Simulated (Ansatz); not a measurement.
# LiC+ (singlet): the correlation ladder at distance C1–Li2 = 3.656 Å, aug-cc-pVTZ

The task here is to estimate one member of a computed series from the others.

Computed with Ansatz 0.2.0, Gaussian basis. Level: aug-cc-pVTZ, core rule «outside noble gas», up to 2 orbitals frozen.

Plan: UHF; CCSD(T) on RHF; CCSD(T) on UHF; BCCD(T) on RHF; CCSDT(Q) on RHF; CCSDT(Q) on UHF; Full CI.

43 further runs of the same task are left out: 19 for a known fault of the program, 12 that didn't finish, 12 set aside as unsound or not needed.

## What is computed

The geometry derives from a PBE0/def2-TZVP stationary point (not a proven minimum). One bond is set to the value named and the two fragments are kept rigid.

2 atoms, charge 1, spin multiplicity 1.

Atoms are counted from 1 here; the program's logs count them from 0.

No contacts short enough for the rule that draws bonds.

Set-up of the first run:

in.yaml reads:

```yaml
crystal:
  periodic: [false, false, false]
  atoms:
    - {symbol: C, position_ang: [0.000000, 0.000000, 0.000000]}
    - {symbol: Li, position_ang: [0.000000, 0.000000, 3.656000]}
basis:
  gaussian: {orbitals: aug-cc-pVTZ}
total_charge: 1
magnetization: {spin_polarized: true, initial_magnetization: 0}
hamiltonian: {xc: hf}
output: {orbitals: {seedname: orbitals}}
```

Command:

```console
$ ansatz run in.yaml --threads 1 --pin off --events-out ev --progress --plain --max-ram 2393MiB
```

Steps of the session up to this table: UHF; CCSD(T) on RHF; CCSD(T) on UHF; BCCD(T) on RHF; CCSDT(Q) on RHF; CCSDT(Q) on UHF; Full CI.

One table of the session follows, with a row left open; its other results are not shown here.

```
   method  from FCI (kcal/mol)
      RHF               +79.61
     RMP2                    ?
    RCCSD                +4.62
 RCCSD(T)                +1.98
  BCCD(T)                +1.98
   RCCSDT                +1.35
RCCSDT(Q)                +0.66
      FCI                    0
```

**Question.** Estimate the row for RMP2.

**Answer.** from FCI (kcal/mol): +25.02. In the column «from FCI (kcal/mol)» it lies between RCCSD (+4.62) and RHF (+79.61).

Left out of the table: UHF, UMP2, UCCSD, UCCSD(T), UCCSDT, UCCSDT(Q) (another determinant or state than the rows shown).
